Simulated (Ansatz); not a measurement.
# Equilibrium lattice constant a of hcp Na (model structure) at several levels of theory

No measured value is used here.

**Question.** Put these levels in order of the equilibrium lattice constant a that they give for hcp Na (model structure), smallest first: LDA (Ansatz, a program for electronic structure), PBEsol (Ansatz), r²SCAN (Ansatz).

**Answer.** LDA (3.619 Å), PBEsol (3.722 Å), r²SCAN (3.769 Å)

Ansatz's density-functional and Hartree–Fock values are scalar-relativistic unless marked +SOC, with PAW data made under PBE.

A model structure was made by putting elements into a prototype or built by hand; it is no filed structure, need not be a known phase, and can be a saddle point held by its symmetry.
